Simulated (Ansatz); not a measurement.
Process, species as SMILES: OCCC + 2 C (CH4) → 2 CC (C2H6) + CO (CH4O)

Wanted: bond separation energy (enthalpy at 298 K), in kcal/mol. Conventions: six Cartesian d functions in 6-31G* and its kin unless marked 5d; LANL2DZ all-electron up to Ne; frozen cores in correlated levels; non-relativistic; spin-orbit terms left out; 6-311+G** with 5d. CBS marks a two-point X^-3 extrapolation of the correlation energy; Hartree-Fock from the larger set. [CCSD(T)-MP2]/basis is that difference in the basis named. First-principles rows: single points at B3LYP-D3(BJ) geometries (Ansatz, an electronic-structure program), with unscaled harmonic terms from B3LYP/6-31G* (Ansatz) at its own minima.

Measured values: Active Thermochemical Tables 1.112 (ions: stationary electron), as tabulated in the package chemicals; CRC Handbook, as tabulated in the package chemicals; they hold spin-orbit and core effects, anharmonicity and other conformers. 

Value to compare with, the measured value: 8.6 kcal/mol.

```json
[
 {"level": "MP2/STO-3G", "program": "Ansatz", "bond separation energy (enthalpy at 298 K) (kcal/mol)": "4.1", "error": "-4.5"},
 {"level": "MP2/3-21G", "program": "Ansatz", "bond separation energy (enthalpy at 298 K) (kcal/mol)": "9.2", "error": "0.6"},
 {"level": "MP2/LANL2DZ", "program": "Ansatz", "bond separation energy (enthalpy at 298 K) (kcal/mol)": "8.7", "error": "0.1"},
 {"level": "MP2/6-31G*", "program": "Ansatz", "bond separation energy (enthalpy at 298 K) (kcal/mol)": "8.3", "error": "-0.3"},
 {"level": "MP2/6-311+G**", "program": "Ansatz", "bond separation energy (enthalpy at 298 K) (kcal/mol)": "8.1", "error": "-0.5"},
 {"level": "RI-MP2/CBS(cc-pVTZ,cc-pVQZ)+[CCSD(T)-MP2]/cc-pVTZ", "program": "Ansatz", "bond separation energy (enthalpy at 298 K) (kcal/mol)": "8.1", "error": "-0.5"}
]
```

Among the 5 habitual levels, MP2/STO-3G lies farthest from the measured value (-4.5 kcal/mol); 2 of 5 lie above it, and their mean absolute error is 1.2 kcal/mol, the median 0.5. One case shows no general order.

The sets are all those run for this method; left out are runs that failed, that the program found above a lower state of the same kind, or whose <S^2> lies over 0.5 above the pure value.
